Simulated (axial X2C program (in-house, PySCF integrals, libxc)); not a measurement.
AlN: nuclear properties from DFT to coupled cluster

Calculated with an in-house all-electron X2C program for linear molecules (integrals from PySCF): two-component X2C with atomic mean-field Coulomb and Gaunt terms, Gaussian nuclei, basis Al dyall-av3z, N dyall-av3z with contracted cores.

R = 1.799 Å (near the PBE0 minimum at charge 0 of the determinant lowest at the starting distance; the state shown can have its own minimum elsewhere); state Ω = 2 (⟨Sz⟩ = 1.00, ⟨Lz⟩ = 1.00 at PBE0).

```tsv
level	Eeff magnitude (GV/cm)	Ws magnitude Al (kHz)	A∥/gI Al (MHz)	qzz Al (a.u.)	A∥/gI N (MHz)	μ (D)
PBE0	0.0771	0.0163	20.3	-0.70	104	-2.78
HF	0.0214	0.0078	-33.7	-0.78	137	-1.54
B3LYP	0.0788	0.0166	33.5	-0.71	113	-2.90
```

Eeff is the effective electric field on the electron electric dipole moment in this Ω state and Ws the scalar–pseudoscalar constant of the nucleus named (defined with the proton number Z and per Ω); A∥ (defined per Ω) follows by multiplying with gI = μI/(I μN); qzz is the electric field gradient, eQq0 = 234.96 MHz × Q/barn × qzz; μ is positive if the N end (last atom) is positive. The operators were transformed with the bare-nucleus X2C matrices; with these basis sets, hyperfine constants and field gradients can be off by tens of per cent, and where levels differ in sign neither size nor sign is settled.

Finite-field MP2, CCSD and CCSD(T), with 16 electrons correlated in 127 natural virtual spinors (MP2 remainder added):

```tsv
level	Eeff magnitude (GV/cm)	Ws magnitude Al (kHz)	A∥/gI Al (MHz)	qzz Al (a.u.)	A∥/gI N (MHz)	μ (D)
MP2	0.059	0.0129	-15.3	-0.69	116	-2.50
CCSD	0.0643	0.0139	16	-0.67	112	-2.53
CCSD(T)	0.0733	0.0152	27.4	-0.64	109	-2.63
```

T1 = 0.039 (Lee–Taylor), a sign of multireference character. One unrestricted determinant, the lowest of a limited PBE0 search, is the reference; the functionals treat spin collinearly. With several open shells it need not be a pure state. Eeff spreads by more than a factor of two over the levels. Correlation of the inner shells is missing, which matters for properties at the nucleus. Number of frozen shells: Al 1 s; N 1 s.

**Question.** By how much does correlation change each value, CCSD(T) against HF?

**Answer.** Eeff magnitude 243 %; Ws magnitude Al 95 %; A∥/gI Al from -33.7 to 27.4, a change of sign; qzz Al -18 %; A∥/gI N -20 %; μ 71 %.
